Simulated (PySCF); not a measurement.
NaCl, SMILES [Na][Cl].

The structure is a stationary point at PBE0-D3(BJ)/def2-TZVPD.

Method: PySCF with PBE0-D3(BJ)/def2-TZVPD.

Frequencies are harmonic and unscaled.

```
mode  ν (cm⁻¹)  IR (km/mol)  moving atoms (share of kinetic energy)
----  --------  -----------  --------------------------------------
1          361         50.4                        Na 61 %, Cl 39 %
```
